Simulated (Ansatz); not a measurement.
# Structure relaxation of Sn3Sb2

Level of theory: DFT PBE, scalar-relativistic, plane waves, PAW (Ansatz). Cutoff 420 eV, Γ-centred k mesh, Gaussian smearing, no spin polarisation in the final step.

The start puts Sn3Sb2 on the anti-corundum structure type (R-3c, No. 167), with Sb in place of Al, Sn in place of O, at a guessed volume.

```yaml
crystal:
  lattice:
    - [3.50109, 2.02135, 6.37251]
    - [-3.50109, 2.02135, 6.37251]
    - [0.00000, -4.04271, 6.37251]
  atoms:
    - { symbol: Sn, position: [0.05625, 0.44375, 0.75000] }
    - { symbol: Sn, position: [0.75000, 0.05625, 0.44375] }
    - { symbol: Sn, position: [0.44375, 0.75000, 0.05625] }
    - { symbol: Sn, position: [0.94375, 0.55625, 0.25000] }
    - { symbol: Sn, position: [0.25000, 0.94375, 0.55625] }
    - { symbol: Sn, position: [0.55625, 0.25000, 0.94375] }
    - { symbol: Sb, position: [0.85218, 0.85218, 0.85218] }
    - { symbol: Sb, position: [0.64782, 0.64782, 0.64782] }
    - { symbol: Sb, position: [0.14782, 0.14782, 0.14782] }
    - { symbol: Sb, position: [0.35218, 0.35218, 0.35218] }
```

Cell and atoms relax at zero pressure; the relaxation can't lower the symmetry of the start. After a coarse first stage the cell is made exact in the group found at 0.06 Å.

Formation energies are uncorrected and refer to the elements' standard structures at the same level.

Problem. Which crystal results?

Solution. It keeps R-3c (No. 167), but not the shape of the type it started on. Conventional cell: a = 8.140 Å, c = 16.890 Å. Sn is coordinated by 4 Sb at 3.12–3.13 Å and 4 Sn at 3.55–3.67 Å; around Sb lie 6 Sn at 3.12–3.13 Å and 1 Sb at 3.73 Å.

```xyz
10
Lattice="4.0702 2.3500 5.6299 -4.0702 2.3500 5.6299 0.0000 -4.6999 5.6299" Properties=species:S:1:pos:R:3 pbc="T T T"
Sn   -2.0234   -2.3500    7.0374
Sn    3.0468   -0.5774    7.0374
Sn   -1.0234    2.9273    7.0374
Sn    2.0234    2.3500    9.8524
Sn   -3.0468    0.5774    9.8524
Sn    1.0234   -2.9273    9.8524
Sb    0.0000    0.0000   15.0242
Sb    0.0000    0.0000   10.3105
Sb    0.0000    0.0000    1.8656
Sb    0.0000    0.0000    6.5793
```

Problem. What are its volume, energy, density and gap?

Solution. The volume per atom is 32.31 Å³ and the density is 6.16 g/cm³. The energy over the elements is 0.14 eV/atom. The gap on the 6×6×6 mesh is 0 eV (a metal).

The final run used a 6×6×6 mesh on its 10-atom cell and 0.10 eV smearing. For metals, differences of a few meV/atom aren't resolved. Spin–orbit coupling is left out. A structure relaxed within its symmetry needn't be a true minimum. The steps took about 3 core-minutes in all.